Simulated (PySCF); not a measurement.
C₅H₁₂N (charge +1).
SMILES with atom numbers: `[CH3:1][NH+:2]1[CH2:3][CH2:4][CH2:5][CH2:6]1` (hydrogens: H7, H8, H9 on C1; H10 on N2; H11, H12 on C3; H13, H14 on C4; H15, H16 on C5; H17, H18 on C6)

Structure optimised with GFN2-xTB, isolated species.

Task: Give the optimised bond lengths and angles.

Result: 
| bond | length (Å) |
| --- | --- |
| C1–N2 | 1.467 |
| N2–C3, N2–C6 | 1.484 |
| C3–C4, C5–C6 | 1.529 |
| C4–C5 | 1.543 |
| C1–H7, C1–H8, C1–H9 | 1.089 |
| N2–H10 | 1.026 |
| C3–H11, C6–H18 | 1.089 |
| C3–H12, C6–H17 | 1.091 |
| C4–H13, C5–H16 | 1.087 |
| C4–H14, C5–H15 | 1.089 |

Bonds in one row agree within 0.01 Å and their mean is given. A selection of angles:
| angle | degrees |
| --- | --- |
| N2–C1–H7 | 110.3 |
| H7–C1–H8 | 108.8 |
| C1–N2–C3 | 114.5 |
| C1–N2–H10 | 108.8 |
| C3–N2–C6 | 103.4 |
| C3–N2–H10 | 107.6 |
| N2–C3–C4 | 104.3 |
| N2–C3–H11 | 111.0 |
| N2–C3–H12 | 107.9 |
| C4–C3–H11 | 113.4 |
| C4–C3–H12 | 111.2 |
| H11–C3–H12 | 108.8 |
| C3–C4–C5 | 105.0 |
| C3–C4–H13 | 110.7 |
| C3–C4–H14 | 111.1 |
| C5–C4–H13 | 112.0 |
| C5–C4–H14 | 110.8 |
| H13–C4–H14 | 107.4 |

Torsions: C1–N2–C3–C4 166° (antiperiplanar); N2–C3–C4–C5 -24° (synperiplanar); C3–C4–C5–C6 -2° (synperiplanar); C4–C5–C6–N2 27° (synperiplanar); C1–N2–C6–C5 -168° (antiperiplanar).

Of the pairs four or more bonds apart, H8···H12 is among the closest relative to their van der Waals radii: 2.43 Å, 101 % of the sum of Bondi's values. N2 (ammonium nitrogen) is distorted tetrahedral (angles from 103.4° to 114.7°). The 5-membered ring N2–C3–C4–C5–C6 has internal angles of 103.4° to 105.0°; it is puckered, 0.18 Å rms from its mean plane, widest ring torsion 42°.

Stationary, but not proved a minimum.

One conformer stands for the species.

The numbers are calculated, not measured.
